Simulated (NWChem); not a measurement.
Program: NWChem. System: methylamine (CH₅N), charge 0, spin multiplicity 1, at a geometry optimised with PBE0/def2-SVP. Level: MP2/def2-TZVP, 2 core orbitals frozen.

Input file:

```
start mol
memory heap 200 mb stack 900 mb global 1100 mb
geometry units angstroms nocenter noautoz
  C     -0.087363     0.690401     0.000000
  N      0.196785    -0.727851     0.000000
  H      0.373004     1.164010    -0.881725
  H      0.373004     1.164010     0.881725
  H     -1.160601     0.977078     0.000000
  H     -0.219363    -1.176274    -0.813321
  H     -0.219363    -1.176274     0.813321
  symmetry group Cs
end
basis spherical
  * library def2-tzvp
end
scf
  rhf
  nopen 0
  maxiter 100
  thresh 1e-7
  semidirect memsize 60000000 filesize 0
end
mp2
  freeze core 2
end
task mp2 energy
```

NWChem printed:

```
             Northwest Computational Chemistry Package (NWChem) 7.3.0
             --------------------------------------------------------

                                NWChem Input Module
                                -------------------

 Scaling coordinates for geometry "geometry" by  1.889725989
 (inverse scale =  0.529177249)

 Turning off AUTOSYM since
 SYMMETRY directive was detected!

                             Geometry "geometry" -> ""
                             -------------------------

 Output coordinates in angstroms (scale by  1.889725989 to convert to a.u.)

  No.       Tag          Charge          X              Y              Z
 ---- ---------------- ---------- -------------- -------------- --------------
    1 C                    6.0000    -0.08736300     0.69040100     0.00000000
    2 N                    7.0000     0.19678500    -0.72785100     0.00000000
    3 H                    1.0000     0.37300400     1.16401000    -0.88172500
    4 H                    1.0000     0.37300400     1.16401000     0.88172500
    5 H                    1.0000    -1.16060100     0.97707800     0.00000000
    6 H                    1.0000    -0.21936300    -1.17627400    -0.81332100
    7 H                    1.0000    -0.21936300    -1.17627400     0.81332100

 Effective nuclear repulsion energy (a.u.)      42.0591031738

            Nuclear Dipole moment (a.u.)
            ----------------------------
        X                 Y               Z
 ---------------- ---------------- ----------------
    -0.0000037795    -0.0000018897     0.0000000000

      Symmetry information
      --------------------

 Group name             Cs
 Group number              2
 Group order               2
 No. of unique centers     5

      Symmetry unique atoms

     1    2    3    5    6


 Summary of "ao basis" -> "" (spherical)
 ------------------------------------------------------------------------------
       Tag                 Description            Shells   Functions and Types
 ---------------- ------------------------------  ------  ---------------------
 *                         def2-tzvp                  on all atoms

 Summary of "ao basis" -> "ao basis" (spherical)
 ------------------------------------------------------------------------------
       Tag                 Description            Shells   Functions and Types
 ---------------- ------------------------------  ------  ---------------------
 C                         def2-tzvp                11       31   5s3p2d1f
 N                         def2-tzvp                11       31   5s3p2d1f
 H                         def2-tzvp                 4        6   3s1p

                                 NWChem SCF Module
                                 -----------------

  ao basis        = "ao basis"
  functions       =    92
  atoms           =     7
  closed shells   =     9
  open shells     =     0
  charge          =   0.00
  wavefunction    = RHF
  use symmetry    = T
  symmetry adapt  = T

 Summary of "ao basis" -> "ao basis" (spherical)
 ------------------------------------------------------------------------------
       Tag                 Description            Shells   Functions and Types
 ---------------- ------------------------------  ------  ---------------------
 C                         def2-tzvp                11       31   5s3p2d1f
 N                         def2-tzvp                11       31   5s3p2d1f
 H                         def2-tzvp                 4        6   3s1p

      Symmetry analysis of basis
      --------------------------

        a'         59
        a"         33

 Forming initial guess at       0.1s

      Superposition of Atomic Density Guess
      -------------------------------------

 Sum of atomic energies:         -94.48192602

      Non-variational initial energy
      ------------------------------

 Total energy =     -95.651676
 1-e energy   =    -209.189432
 2-e energy   =      71.478653
 HOMO         =      -0.317875
 LUMO         =       0.067657

      Symmetry analysis of molecular orbitals - initial
      -------------------------------------------------

  Numbering of irreducible representations:

     1 a'          2 a"

  Orbital symmetries:

     1 a'          2 a'          3 a'          4 a'          5 a"
     6 a'          7 a'          8 a"          9 a'         10 a'
    11 a'         12 a"         13 a'         14 a"         15 a'
    16 a'         17 a"         18 a'         19 a"

 Starting SCF solution at       1.0s

 ----------------------------------------------
         Quadratically convergent ROHF

 Convergence threshold     :          1.000E-07
 Maximum no. of iterations :          100
 Final Fock-matrix accuracy:          1.000E-09
 ----------------------------------------------

              iter       energy          gnorm     gmax       time
             ----- ------------------- --------- --------- --------
                 1      -95.2234153745  6.68D-01  1.65D-01      1.1
                 2      -95.2489107290  2.72D-01  6.47D-02      1.2
                 3      -95.2533107709  9.73D-03  2.34D-03      1.4
                 4      -95.2533241741  8.03D-05  2.24D-05      1.8
                 5      -95.2533241751  8.05D-09  2.32D-09      2.4

       Final RHF  results
       ------------------

         Total SCF energy =    -95.253324175124
      One-electron energy =   -211.497359961905
      Two-electron energy =     74.184932612953
 Nuclear repulsion energy =     42.059103173829

        Time for solution =      1.4s

       Symmetry analysis of molecular orbitals - final
       -----------------------------------------------

  Numbering of irreducible representations:

     1 a'          2 a"

  Orbital symmetries:

     1 a'          2 a'          3 a'          4 a'          5 a"
     6 a'          7 a'          8 a"          9 a'         10 a'
    11 a'         12 a"         13 a'         14 a"         15 a'
    16 a'         17 a"         18 a'         19 a"

             Final eigenvalues
             -----------------

              1
    1  -15.5380
    2  -11.2426
    3   -1.1716
    4   -0.8901
    5   -0.6605
    6   -0.6042
    7   -0.5570
    8   -0.5101
    9   -0.3895
   10    0.1351
   11    0.1774
   12    0.1985
   13    0.2325
   14    0.2411
   15    0.2799
   16    0.3517
   17    0.3564
   18    0.4374
   19    0.4913

                       ROHF Final Molecular Orbital Analysis
                       -------------------------------------

 Vector    7  Occ=2.000000D+00  E=-5.570152D-01  Symmetry=a'
              MO Center=  3.1D-02,  3.2D-01, -4.5D-16, r^2= 1.7D+00
   Bfn.  Coefficient  Atom+Function         Bfn.  Coefficient  Atom+Function
  ----- ------------  ---------------      ----- ------------  ---------------
     7      0.220178  1 C  py                38     -0.210693  2 N  py
    41     -0.192641  2 N  py                 6      0.183378  1 C  px
    10      0.183672  1 C  py                 9      0.157317  1 C  px

 Vector    8  Occ=2.000000D+00  E=-5.101396D-01  Symmetry=a"
              MO Center=  1.1D-01,  4.9D-01, -1.5D-15, r^2= 1.9D+00
   Bfn.  Coefficient  Atom+Function         Bfn.  Coefficient  Atom+Function
  ----- ------------  ---------------      ----- ------------  ---------------
     8      0.272261  1 C  pz                11      0.231648  1 C  pz
    64     -0.204693  3 H  s                 70      0.204693  4 H  s
    39     -0.165740  2 N  pz

 Vector    9  Occ=2.000000D+00  E=-3.894939D-01  Symmetry=a'
              MO Center=  1.5D-01, -4.0D-01,  2.8D-18, r^2= 1.7D+00
   Bfn.  Coefficient  Atom+Function         Bfn.  Coefficient  Atom+Function
  ----- ------------  ---------------      ----- ------------  ---------------
    37      0.364080  2 N  px                40      0.338414  2 N  px
    43      0.318297  2 N  px                76      0.164971  5 H  s
    35      0.153068  2 N  s

 Vector   10  Occ=0.000000D+00  E= 1.350788D-01  Symmetry=a'
              MO Center= -5.0D-01, -6.2D-01, -1.2D-16, r^2= 6.1D+00
   Bfn.  Coefficient  Atom+Function         Bfn.  Coefficient  Atom+Function
  ----- ------------  ---------------      ----- ------------  ---------------
     5      3.057824  1 C  s                 36      1.628798  2 N  s
    77     -1.294353  5 H  s                 83     -1.223503  6 H  s
    89     -1.223503  7 H  s                 65     -1.170538  3 H  s
    71     -1.170538  4 H  s                 13      0.548135  1 C  py
     4     -0.476880  1 C  s                 44     -0.434882  2 N  py

 Vector   11  Occ=0.000000D+00  E= 1.773808D-01  Symmetry=a'
              MO Center= -1.8D-01,  8.6D-01, -4.1D-16, r^2= 7.1D+00
   Bfn.  Coefficient  Atom+Function         Bfn.  Coefficient  Atom+Function
  ----- ------------  ---------------      ----- ------------  ---------------
     5      5.488312  1 C  s                 36     -2.627326  2 N  s
    65     -2.050349  3 H  s                 71     -2.050349  4 H  s
    77     -1.793768  5 H  s                 83      0.702542  6 H  s
    89      0.702542  7 H  s                 44     -0.475263  2 N  py
    43      0.337893  2 N  px                10     -0.293100  1 C  py

 Vector   12  Occ=0.000000D+00  E= 1.984598D-01  Symmetry=a"
              MO Center= -2.5D-01, -8.4D-01, -4.3D-14, r^2= 6.4D+00
   Bfn.  Coefficient  Atom+Function         Bfn.  Coefficient  Atom+Function
  ----- ------------  ---------------      ----- ------------  ---------------
    83      1.877215  6 H  s                 89     -1.877215  7 H  s
    45      1.001161  2 N  pz                65      0.941183  3 H  s
    71     -0.941183  4 H  s                 14      0.360000  1 C  pz
    64     -0.305159  3 H  s                 70      0.305159  4 H  s
    82     -0.216906  6 H  s                 88      0.216906  7 H  s

 center of mass
 --------------
 x =   0.05157673 y =  -0.05766987 z =   0.00000000

 moments of inertia (a.u.)
 ------------------
          80.319544730056           8.753419861417           0.000000000000
           8.753419861417          18.734060774940           0.000000000000
           0.000000000000           0.000000000000          78.338723456378

  Mulliken analysis of the total density
  --------------------------------------

    Atom       Charge   Shell Charges
 -----------   ------   -------------------------------------------------------
    1 C    6     6.17   0.85  1.12  0.48  0.64  0.10  1.22  1.32  0.31  0.03  0.08  0.01
    2 N    7     7.56   0.82  1.16  0.52  0.85  0.20  1.49  1.74  0.74  0.01  0.04  0.00
    3 H    1     0.90   0.27  0.50  0.11  0.02
    4 H    1     0.90   0.27  0.50  0.11  0.02
    5 H    1     0.92   0.27  0.50  0.13  0.02
    6 H    1     0.78   0.26  0.42  0.06  0.04
    7 H    1     0.78   0.26  0.42  0.06  0.04

       Multipole analysis of the density wrt the origin
       ------------------------------------------------

     L   x y z        total         open         nuclear
     -   - - -        -----         ----         -------
     0   0 0 0     -0.000000      0.000000     18.000000

     1   1 0 0     -0.556972      0.000000     -0.000004
     1   0 1 0      0.018170      0.000000     -0.000002
     1   0 0 1      0.000000      0.000000      0.000000

     2   2 0 0    -11.794596      0.000000      7.279125
     2   1 1 0      1.429293      0.000000     -3.978448
     2   1 0 1      0.000000      0.000000      0.000000
     2   0 2 0    -10.035342      0.000000     46.424021
     2   0 1 1     -0.000000      0.000000      0.000000
     2   0 0 2     -9.379914      0.000000     10.277023

                   NWChem MP2 Semi-direct Energy/Gradient Module
                   ---------------------------------------------

  Basis functions       =     92
  Molecular orbitals    =     92
  Frozen core           =      2
  Frozen virtuals       =      0
  Active alpha occupied =      7
  Active beta occupied  =      7
  Active alpha virtual  =     83
  Active beta virtual   =     83
  Use MO symmetry       = T
  Use skeleton AO sym   = T

  AO/Fock/Back tols     =   1.0D-09  1.0D-09  1.0D-09

 GA uses MA = F    GA memory limited = T

 Available:
  local mem=  1.26D+08
 global mem=  1.44D+08
 local disk=  0.00D+00
  mp2_memr nvloc                    83
  nvloc new                    83
   1 passes of   7:        5242880                      46304                   8461362.
   1 passes of   7: M    126152449           G      144162272           F     120909569.

 Semi-direct pass number   1 of   1  for RHF alpha+beta  at        2.6s
  vrange nnbf                  4276
  mp2_eaftype                    32  avail_ma_in_mb                  1099
 EAF : mp2_eaftype filesize          32    4230681.
  mp2_eaf for mointskh                     32
Node 0 wrote     19.9 Mb in      0.0 s     Agg I/O rate:  1916.8 Mb/s
 Done moints_semi at        5.6s
  mp2_eaftype                    32  avail_ma_in_mb                  1067
 EAF : mp2_eaftype filesize          32    4230681.
  mp2_eaf for kh                    32
 Done maket at        5.8s
 Done multipass loop at        5.8s

          -------------------------------------------
          SCF energy                 -95.253324175124
          Correlation energy          -0.389614099838
          Singlet pairs               -0.259139604975
          Triplet pairs               -0.130474494864
          Total MP2 energy           -95.642938274962
          -------------------------------------------

          ---------------------------------------------------
                    Spin Component Scaled (SCS) MP2
          Same spin pairs                     -0.086982996576
          Same spin scaling factor             0.333333333333
          Opposite spin pairs                 -0.302631103262
          Opposite spin scaling fact.          1.200000000000
          SCS-MP2 correlation energy          -0.392151656107
          Total SCS-MP2 energy               -95.645475831230
          ---------------------------------------------------

 -----------------------
 Performance information
 -----------------------

 Timer overhead =  2.67D-07 seconds/call

               Nr. of calls         CPU time (s)                 Wall time (s)                GFlops
             ---------------    -------------------     ------------------------------   -------------------
Name         Min   Avg   Max    Min     Avg     Max     Min     Avg     Max   Mx/calls   Min     Max     Sum
mp2: moin     1     1     1    3.0     3.0     3.0      3.0     3.0     3.0     3.0      0.0     0.0     0.0
mp2: make     1     1     1   0.19    0.19    0.19     0.19    0.19    0.19    0.19      0.0     0.0     0.0
mp2: tota     1     1     1    3.3     3.3     3.3      3.3     3.3     3.3     3.3      0.0     0.0     0.0

 The average no. of pstat calls per process was 3.00D+00
 with a timing overhead of 8.01D-07s

 Task  times  cpu:        5.8s     wall:        5.8s

 Total times  cpu:        5.8s     wall:        5.8s
```
